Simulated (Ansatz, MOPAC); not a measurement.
Gas-phase reaction in SMILES: OCl (HOCl) -> [O]Cl + H atom (the H-O bond breaks)

Wanted: bond dissociation energy (enthalpy at 298 K), in kcal/mol. Conventions: non-relativistic; dispersion terms only where a functional's name holds one; UHF or UKS for open shells; no spin-orbit coupling; 6-31G* and kin with 6d, 5d where marked. Ab initio and DFT rows: single points at B3LYP-D3(BJ) geometries (Ansatz, a quantum-chemistry and plane-wave program), with unscaled harmonic terms from B3LYP/6-31G* at its own minima. Semi-empirical rows: MOPAC heats of formation at their own minima for 298 K.

| species | coefficient | E at B3LYP/6-31G* (Ansatz), Eh | E at wB97M-V/def2-TZVPD (Ansatz), Eh | H(298 K) - E, kcal/mol | heat of formation at AM1 (MOPAC), kcal/mol |
|---|---|---|---|---|---|
| OCl (HOCl) | -1 | -535.94323 | -535.96225 | 10.62 | -21.78 |
| [O]Cl | +1 | -535.29139 | -535.31002 | 3.31 | 31.09 |
| H atom | +1 | -0.50027 | -0.49411 | 1.48 | 52.10 |

Measured values: Active Thermochemical Tables 1.112 (ions: stationary electron), as tabulated in the package chemicals; G2/97 table in ASE (Curtiss et al.); they hold spin-orbit and core effects, anharmonicity.  Value to compare with, the measured value: 94.7 kcal/mol. 1 Eh = 627.5095 kcal/mol.

### Question
Work the quantity out at each level, and compare with the measured value.

### Answer

- B3LYP/6-31G*: the sum of coefficient times E is 0.15157 Eh, or 95.11 kcal/mol; the thermal terms add -5.83. Result: 89.3 kcal/mol. Its error against the measured value is -5.4 kcal/mol.
- wB97M-V/def2-TZVPD: the sum of coefficient times E is 0.15812 Eh, or 99.22 kcal/mol; the thermal terms add -5.83. Result: 93.4 kcal/mol. Its error against the measured value is -1.3 kcal/mol.
- AM1: the sum of coefficient times heat of formation is 104.97 kcal/mol; it needs no thermal term. Its error against the measured value is 10.3 kcal/mol.
